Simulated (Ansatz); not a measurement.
# AlN (triplet): the correlation ladder at distance Al1–N2 = 2.917 Å, cc-pVDZ

How much of the correlation energy of AlN (triplet) does each wave-function method recover here?

The runs use Ansatz 0.2.0, Gaussian basis; cc-pVDZ, core rule «outside noble gas», up to 6 orbitals frozen.

To be run: UHF; CCSD(T) on ROHF; CCSD(T) on UHF; BCCD(T) on ROHF; CISD; CCSDT(Q) on ROHF; CCSDT(Q) on UHF; CCSDTQ on ROHF; CCSDTQ on UHF; CASSCF and MRCISD+Q, 4 electrons in 4 orbitals; CASSCF and NEVPT2, 4 electrons in 4 orbitals; CASSCF and MRCISD+Q, 8 electrons in 8 orbitals; CASSCF and MRCISD+Q(relaxed), 8 electrons in 8 orbitals; CASSCF and NEVPT2, 8 electrons in 8 orbitals; Full CI.

1 further run of the same task is left out (for a known fault of the program).

## 1. What is computed

The geometry derives from a PBE0/def2-TZVP stationary point (not a proven minimum). One bond is set to the value named and the two fragments are kept rigid.

2 atoms, charge 0, spin multiplicity 3.

Atoms are counted from 1 here; the program's logs count them from 0.

No contacts short enough for the rule that draws bonds.

## 2. UHF

Input file in.yaml:

```yaml
crystal:
  periodic: [false, false, false]
  atoms:
    - {symbol: Al, position_ang: [0.000000, 0.000000, 0.000000]}
    - {symbol: N, position_ang: [0.000000, 0.000000, 2.917000]}
basis:
  gaussian: {orbitals: cc-pVDZ}
magnetization: {spin_polarized: true, initial_magnetization: 2}
hamiltonian: {xc: hf}
output: {orbitals: {seedname: orbitals}}
```

Launch:

```sh
> ansatz run in.yaml --threads 1 --pin off --events-out ev --progress --plain --max-ram 8192MiB --backend cpu
```

Further steps of the session: CCSD(T) on ROHF; CCSD(T) on UHF; BCCD(T) on ROHF; CISD; CCSDT(Q) on ROHF; CCSDT(Q) on UHF; CCSDTQ on ROHF; CCSDTQ on UHF; CASSCF and MRCISD+Q, 4 electrons in 4 orbitals; CASSCF and NEVPT2, 4 electrons in 4 orbitals; CASSCF and MRCISD+Q, 8 electrons in 8 orbitals; CASSCF and MRCISD+Q(relaxed), 8 electrons in 8 orbitals; CASSCF and NEVPT2, 8 electrons in 8 orbitals; Full CI.

Q: Predict the results of all the runs planned. Wanted: FCI below the RHF energy; RMP2 from FCI; UMP2 from FCI; RCCSD from FCI; RCCSD(T) from FCI; UCCSD(T) from FCI; RCCSDT(Q) from FCI; UCCSDT(Q) from FCI; NEVPT2 pair from FCI.

The runs gave:

| quantity | value |
| --- | --- |
| FCI below the RHF energy | -5.6623 eV |
| RMP2 from FCI | +34.88 kcal/mol |
| UMP2 from FCI | +29.22 kcal/mol |
| RCCSD from FCI | +6.86 kcal/mol |
| RCCSD(T) from FCI | +1.86 kcal/mol |
| UCCSD(T) from FCI | +2.67 kcal/mol |
| RCCSDT(Q) from FCI | -0.03 kcal/mol |
| UCCSDT(Q) from FCI | +0.02 kcal/mol |
| NEVPT2 pair from FCI | +21.59 kcal/mol |
| MRCISD+Q pair from FCI | -0.49 kcal/mol |
| NEVPT2 valence from FCI | +17.60 kcal/mol |
| levels within 1 kcal/mol (43 meV) | RCCSDT, UCCSDT, RCCSDT(Q), UCCSDT(Q), RCCSDTQ, UCCSDTQ, MRCISD+Q pair, MRCISD+Q valence, MRCISD+Q(relaxed) valence |
| T1 diagnostic | 0.097 |
| effectively unpaired electrons | 2.64 |

**Reading.** RCCSD(T) lands +1.86 kcal/mol from the yardstick (1.4 % of the correlation energy). CCSD(T) misses by +1.86 kcal/mol on the restricted determinant and by +2.67 kcal/mol on the unrestricted one; the two need not hold the same state or core. MRCISD+Q pair, MRCISD+Q(relaxed) valence fall below full CI: the +Q correction isn't variational, and the cores differ from full CI's. The occupations show some static correlation. Of the multireference levels listed MRCISD+Q pair comes nearest in total energy (-0.49 kcal/mol), which doesn't show that its space is the better one. Coupled cluster took another determinant than the lowest Hartree-Fock one. These misses are within one basis, not against nature; the frozen cores of restricted and unrestricted runs differ, which can shift their rows.
